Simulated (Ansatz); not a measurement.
Relaxation of CH$_{8}$AlP (11 atoms, charge 0, multiplicity 1), to a largest force component of 0.03 eV/Å in at most 50 steps.

Theory: Ansatz 0.2.0, RKS LDA/6-31G*.

```xyz
11
Properties=species:S:1:pos:R:3
Al 0.050 -0.143 -0.058
H -0.108 -0.384 1.491
C 1.807 -0.110 -0.894
H 2.112 -1.136 -1.183
H 1.813 0.496 -1.818
H 2.589 0.274 -0.216
H -1.300 0.062 -0.906
P 0.028 2.898 1.616
H 1.457 2.735 1.573
H -0.069 2.941 0.178
H -0.177 1.476 1.673
```

Problem. Where does it end, and by what steps?

Solution. The run converged. After 15 steps the energy has fallen by 0.171 eV; H9 moved furthest, 0.86 Å.

```csv
step,energy less start (eV),largest force component (eV/Å),accepted
0,0.0000,0.428,yes
1,-0.0608,0.117,yes
2,-0.1073,0.512,yes
3,-0.1479,0.227,yes
4,-0.1583,0.251,yes
5,-0.1444,0.145,no
6,-0.1643,0.087,yes
7,-0.1653,0.045,yes
8,-0.1674,0.058,yes
9,-0.1690,0.074,yes
10,-0.1698,0.049,yes
11,-0.1704,0.043,yes
12,-0.1707,0.052,yes
13,-0.1709,0.043,yes
14,-0.1711,0.031,yes
15,-0.1712,0.007,yes
```

```xyz
11
Properties=species:S:1:pos:R:3
Al 0.023 0.032 0.063
H -0.266 -0.711 1.466
C 1.822 0.057 -0.690
H 2.019 -0.885 -1.240
H 1.966 0.881 -1.412
H 2.603 0.135 0.090
H -1.257 0.444 -0.824
P 0.220 2.776 1.317
H 1.508 2.477 0.754
H -0.480 2.472 0.092
H 0.043 1.432 1.841
```

The run took 17 s on 2 threads of Intel(R) Xeon(R) Platinum 8259CL CPU @ 2.50GHz (Skylake/Cascade Lake), on a shared host, peak memory 0.15 GiB.
